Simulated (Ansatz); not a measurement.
# HfN (Fm-3m)

All numbers below come from Ansatz, DFT r2SCAN, scalar-relativistic, plane waves, PAW.

Cutoff 500 eV; k points 16×16×16 on the computed 2-atom cell (Γ-centred); Gaussian smearing, width 0.10 eV; no spin polarisation.

The structure is relaxed at this level of theory with its symmetry kept.

```xyz
2
Lattice="0.0000 2.2627 2.2627 2.2627 0.0000 2.2627 2.2627 2.2627 0.0000" Properties=species:S:1:pos:R:3 pbc="T T T"
Hf    0.0000    0.0000    0.0000
N     2.2627    2.2627    2.2627
```

(1) Formation energy from the elements' standard states (uncorrected)?

(2) Density of states at the Fermi level?

(3) Löwdin character within 0.5 eV of the Fermi level?

(4) Bulk modulus?

(5) Its pressure derivative?

(6) Bader charges (e)?

Spin-orbit coupling is left out, which matters for the bands of heavy elements. Spin polarisation was left out, and a magnetic state may lie lower.

Answers

(1) -1.881 eV/atom.

(2) 0.60 states/eV per cell.

(3) Hf 5d 78 %, N 2p 17 %.

(4) 282 GPa.

(5) 4.2.

(6) Hf (1 in the cell) 2.03, N (1 in the cell) -2.03.